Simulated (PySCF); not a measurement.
**Calculated NMR parameters of C=C1C=C1C**

```yaml
Formula: C5H6
SMILES: C=C1C=C1C
InChI: InChI=1S/C5H6/c1-4-3-5(4)2/h3H,1H2,2H3
Point_group_of_the_computed_structure: Cs
Degrees_of_unsaturation: 3
Carbon_signals: 5
Proton_signals: 4
```

Bonds (- single, = double, # triple, : aromatic): C1=C2 1.334 Å, C2-C3 1.437 Å, C3=C4 1.325 Å, C4-C5 1.469 Å, C4-C2 1.440 Å. C1 carries H6, H7; C3 carries H8; C5 carries H9, H10, H11. H7 is cis to C3; H6 is trans to C3.

All values are calculated (PySCF 2.14.0 with density-fitted response routines): J couplings at B3LYP/pcJ-1 (without the spin–dipole term), coordinates at the PBE0-D3(BJ)/def2-SVP level, shielding tensors at PBE0/pcSseg-1 (GIAO). Averaged over atoms made equivalent by symmetry, fast rotation or ring inversion, single conformer, non-relativistic, gas phase.

Scale: 1H (31.27 ppm), 13C (184.41 ppm) against TMS (reference shieldings calculated alike).

| carbon | δC, type | δH (multiplicity, J in Hz) | HMBC from (abs. J ≥ 3 Hz) | span of the C tensor (ppm) |
| --- | --- | --- | --- | --- |
| C1 | 62.0, CH2 | H6 3.79 (d, 1.6); H7 3.76 (d, 3.3) | – | 122 |
| C2 | 127.9, C | – | H9/H10/H11 | 271 |
| C3 | 132.5, CH | 7.64 (d of quint, 3.3, 1.4) | H6, H7, H9/H10/H11 | 241 |
| C4 | 149.7, C | – | H6, H7, H9/H10/H11 | 273 |
| C5 | 12.8, CH3 | 2.26 (d, 1.4) | – | 30 |

Selected couplings (Hz, signed; the shortest-range and largest first, 30 at most; isotopes 13C, 1H): 1J(C3,H8) 232.7, 1J(C1,H7) 175.2, 1J(C1,H6) 174.2, 1J(C5,H9) 137.0, 1J(C1,C2) 108.7, 1J(C4,C5) 57.3, 1J(C3,C4) 43.9, 1J(C2,C3) 25.8, 1J(C2,C4) 24.5, 2J(C3,C5) -4.0, 2J(C1,C3) -3.6, 2J(C1,C4) -3.4, 4J(H7,H8) 3.3, 4J(H6,H8) 1.6, 4J(H8,H9) -1.4.

- Carbon types of the structure: 2 × C, 1 × CH, 1 × CH2, 1 × CH3, which accounts for all hydrogens.
- δC 149.7, 127.9: fully substituted alkene carbon; an sp2 carbon of a C=C bond.
- δC 132.5: alkene CH; the olefinic region.
- δC 62.0: terminal =CH2 carbon.
- δC 12.8: allylic methyl carbon; saturated and bonded to C and H only.
- δH 2.26: hydrogen on an allylic methyl carbon; allylic position.

Splittings below 1 Hz are ignored in the labels, and close J values are merged. Shifts are as computed. Against solution values, carbons near 30 ppm lie about +2 ppm off and those near 130 ppm about +5 ppm. Of 1211 compounds with measured shifts, 218 miss one by over three times the rms of a fit or turn the order of signals round; such compounds aren't used in these exercises.
